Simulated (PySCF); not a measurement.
**Dipole moment and polarisability across levels of theory**

Species: C3H3F.
SMILES: `FC1=CC1`

PySCF, dipoles from the SCF density, polarisabilities from static response with core orbitals frozen. Geometry: PBE0-D3(BJ)/def2-SVP; no solvent, vibrations or thermal averaging.

The anisotropy is √(½[(α1 − α2)² + (α2 − α3)² + (α3 − α1)²]).

| level | μ (D) | α (Å³) | anisotropy (Å³) |
| --- | --- | --- | --- |
| LDA/def2-SVPD | 1.122 | 5.30 | 1.61 |
| PBE/def2-SVPD | 1.060 | 5.27 | 1.63 |
| B3LYP/def2-SVPD | 1.197 | 5.16 | 1.58 |
| PBE0/def2-SVPD | 1.183 | 5.09 | 1.55 |
| BHandHLYP/def2-SVPD | 1.320 | 5.00 | 1.51 |
| CAM-B3LYP/def2-SVPD | 1.258 | 5.09 | 1.54 |
| wB97X-D/def2-SVPD | 1.215 | 5.10 | 1.52 |
| LC-wPBE/def2-SVPD | 1.238 | 4.97 | 1.51 |
| HF/def2-SVPD | 1.403 | 4.88 | 1.43 |
| PBE0/6-31G* | 0.896 | 4.13 | 1.84 |
| PBE0/def2-SVP | 0.958 | 4.29 | 1.68 |
| PBE0/6-31+G* | 1.194 | 4.78 | 1.66 |
| PBE0/aug-cc-pVDZ | 1.152 | 5.23 | 1.58 |
| PBE0/def2-TZVP | 1.082 | 4.92 | 1.65 |
| PBE0/def2-TZVPD | 1.132 | 5.25 | 1.57 |
| PBE0/aug-cc-pVTZ | 1.132 | 5.27 | 1.56 |

The dipole runs from 0.90 D (PBE0/6-31G*) to 1.40 D (HF/def2-SVPD). No reference polarisability is at hand; against PBE0 in the largest diffuse basis at hand (aug-cc-pVTZ) the other PBE0 rows deviate by 6-31G* -22%, def2-SVP -19%, 6-31+G* -9%, def2-SVPD -3%, aug-cc-pVDZ -1%, def2-TZVP -7%, def2-TZVPD 0%. In one basis (def2-SVPD) the functionals order the polarisability from HF (lowest) to LDA (highest), a spread of 8%. With PBE0 the polarisability is 4.45 Å³ without diffuse functions (mean of 6-31G*, def2-SVP and def2-TZVP) and 5.12 Å³ with them (mean of 6-31+G*, def2-SVPD, aug-cc-pVDZ, def2-TZVPD and aug-cc-pVTZ).
